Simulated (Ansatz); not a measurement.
FNO₂ (`O=[N+]([O-])F`) at its PBE0-D4/def2-TZVP geometry, where that method's forces vanish. Total charge 0; spin multiplicity 1.

```xyz
4

O    -0.3125   -0.9423    0.7250
N     0.0550   -0.0058    0.1281
O     0.7706    0.8943    0.3429
F    -0.5131    0.0538   -1.1961
```

Q: What forces (eV/Å) does ωB97M-V/def2-TZVPP give on these atoms in Ansatz? (Best estimate.)

A: The calculation gave: 
```
O1  -0.085 -0.228  0.154
N2  -0.102  0.011 -0.238
O3   0.178  0.218  0.061
F4   0.010 -0.001  0.022
```
